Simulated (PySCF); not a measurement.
## Choosing a basis for TDDFT

Isobutyronitrile, C4H7N.
Cartesian coordinates in Å at the PBE0-D3(BJ)/def2-SVP level; atoms count from 1:
```
atom  x, y, z in Å
C1     1.233   -0.595   -0.002
C2     0.036    0.299   -0.326
C3    -1.300   -0.371   -0.001
C4     0.152    1.584    0.369
N5     0.246    2.591    0.933
H6     1.252   -0.849    1.069
H7     1.166   -1.532   -0.575
H8     2.183   -0.103   -0.254
H9     0.056    0.536   -1.405
H10   -2.150    0.272   -0.270
H11   -1.389   -1.314   -0.560
H12   -1.370   -0.600    1.073
```

TDDFT with PBE0 (PySCF), vertical singlets, core orbitals frozen in the response, spherical d and f functions. Isolated species at its PBE0-D3(BJ)/def2-SVP geometry, gas phase.

```tsv
basis	functions	diffuse	S1 (eV)	S2 (eV)	S3 (eV)	S4 (eV)	S5 (eV)	LUMO (eV)	α (au)
6-31G*	84	no	7.77	8.15	8.16	9.30	9.36	1.25	44.2
6-31+G*	104	yes	7.67	7.96	7.98	8.34	8.46	0.01	49.8
def2-SVP	105	no	7.79	8.16	8.17	9.21	9.31	0.90	45.3
def2-SVPD	156	yes	7.69	8.02	8.03	8.59	8.73	0.25	52.8
aug-cc-pVDZ	178	yes	7.59	7.79	7.89	8.18	8.27	-0.34	54.2
def2-TZVP	197	no	7.67	8.00	8.00	8.78	8.92	0.46	51.5
def2-TZVPD	248	yes	7.61	7.89	7.92	8.30	8.43	-0.04	54.1
```

Task: Compare the sets with the largest diffuse one.

Result: States are compared by their number. Against the largest diffuse basis here (def2-TZVPD, itself not a converged limit), sets without diffuse functions differ by up to 0.18 eV in S1 and 0.93 eV in S5; the smaller diffuse sets differ by up to 0.08 and 0.31 eV. S1 is led by HOMO→LUMO+1 (43%) in def2-SVP and by HOMO-1→LUMO (34%) in def2-TZVPD. State by state, the largest deviation of a set without diffuse functions is S1 0.18, S2 0.27, S3 0.24, S4 1.00, S5 0.93 eV. The same number needn't mean the same state in each row. Against def2-TZVPD the polarisability deviates by -18% in 6-31G*, -8% in 6-31+G*, -16% in def2-SVP, -2% in def2-SVPD, 0% in aug-cc-pVDZ, -5% in def2-TZVP. A single + in a Pople set puts diffuse functions on heavy atoms only.
